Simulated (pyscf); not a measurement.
PySCF, gas phase, ωB97X-D3(BJ)/def2-SVP geometries.

### Question
Estimate by transition-state theory the rate constant of H₃C–N(CH₃)–SiH₃ (SMILES CN(C)[SiH3]) + H₂O (SMILES O) -> H₃C–N(CH₃)–SiH₂–OH (SMILES CN(C)[SiH2]O) + H₂ (SMILES [H][H]) (singlet surface; H–Si, H–O broken, O–Si, H–H formed) at 600 K, with ωB97M-D3(BJ)/def2-TZVP energies (ideal gas, 1 atm, RRHO with modes under 100 cm⁻¹ raised to 100, one conformer, R ln 2 for chiral ones without a mode under 150 cm⁻¹; no tunnelling).

### Answer
The electronic barrier is 29.6 kcal/mol and the thermal terms add +21.9, so ΔG‡ = 51.5 kcal/mol. With k_BT/h = 1.25e+13 s⁻¹ and RT = 1.192 kcal/mol, and a volume of 8.18e-20 cm³ per molecule at 1 atm, k = 1.8e-25 cm³ molecule⁻¹ s⁻¹. Wigner's tunnelling factor for 1262i cm⁻¹ would be 1.38, likely too low at so high a frequency. A shift of 1 kcal/mol in the barrier changes k by a factor 2.3. This is the saddle that the search found; another between the same sides may lie lower.
